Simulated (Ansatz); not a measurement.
One change: `COC#CN` becomes `NC#CO`.

Ansatz, PBE0-D4/def2-TZVP geometries, multiplicity 1. Each molecule was computed in one conformer, which needn't be the lowest.

| property | `COC#CN` |
| --- | --- |
| HOMO energy (B3LYP/def2-TZVPP) / eV | -5.82 |
| zero-point energy (PBE0-D4/def2-TZVP) / kJ/mol | 206.5 |
| HOMO–LUMO gap (PBE0/def2-TZVPP) / eV | 7.05 |
| HOMO energy (ωB97M-V/def2-TZVPP) / eV | -8.26 |
| size of the dipole moment (B3LYP/def2-TZVPP) / D | 0.68 |
| LUMO energy (ωB97M-V/def2-TZVPP) / eV | 2.40 |

(1) What does the change do to each property? (Best estimate.)

## Answers

(1) Ansatz gave: 
| property | `NC#CO` | shift |
| --- | --- | --- |
| HOMO energy (B3LYP/def2-TZVPP) / eV | -5.90 | -0.08 |
| zero-point energy (PBE0-D4/def2-TZVP) / kJ/mol | 131.9 | -74.6 |
| HOMO–LUMO gap (PBE0/def2-TZVPP) / eV | 6.86 | -0.19 |
| HOMO energy (ωB97M-V/def2-TZVPP) / eV | -8.35 | -0.09 |
| size of the dipole moment (B3LYP/def2-TZVPP) / D | 0.78 | 0.10 |
| LUMO energy (ωB97M-V/def2-TZVPP) / eV | 2.21 | -0.19 |

With PBE0 the HOMO falls by 0.08 eV and the LUMO falls by 0.27 eV, so the gap narrows by about 0.19 eV. PBE moves the HOMO by -0.04 eV and ωB97M-V by -0.09 eV. The zero-point energy changes by -74.6 kJ/mol with -9 modes. Dipoles are sizes alone; their direction can turn.

B3LYP here is the variant with VWN-RPA as its local correlation; programs differ in this.
